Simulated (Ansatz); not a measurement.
# CF: the cost of one run

Method: CCSD(T) on unrestricted Hartree-Fock, Gaussian basis cc-pV(T+d)Z, and further levels as typed in the inputs, in Ansatz 0.2.0.

**1. The starting structure**

Bond lengths: C1–F2 1.270 Å.

Coordinates:

```xyz
2

C     0.0000    0.0000    0.0000
F     0.0000    0.0000    1.2700
```

**2. Relaxing the atoms: CF**

Contents of input.yaml:

```yaml
relax:
  f_tol: 0.001
  max_steps: 200
crystal:
  periodic: [false, false, false]
  atoms:
    - { symbol: C, position_ang: [0.0, 0.0, 0.0] }
    - { symbol: F, position_ang: [0.0, 0.0, 1.27] }
magnetization:
  spin_polarized: true
  initial_magnetization: 1
basis:
  gaussian: { orbitals: "cc-pV(T+d)Z.json" }
hamiltonian:
  xc: hf
correlation:
  method: ccsd_t
scf:
  omitted_lower_state_checks: [cluster_reference]
```

Command:

```sh
$ ansatz run input.yaml --threads 1 --pin off --max-ram 6144MiB --backend cpu --events-out ev --progress --plain --runs-dir out
```

Q: Estimate wall time and peak memory on 1 thread of Intel Xeon at 2.30GHz, shared host.

About 41 s, with a peak of 0.3 GiB.
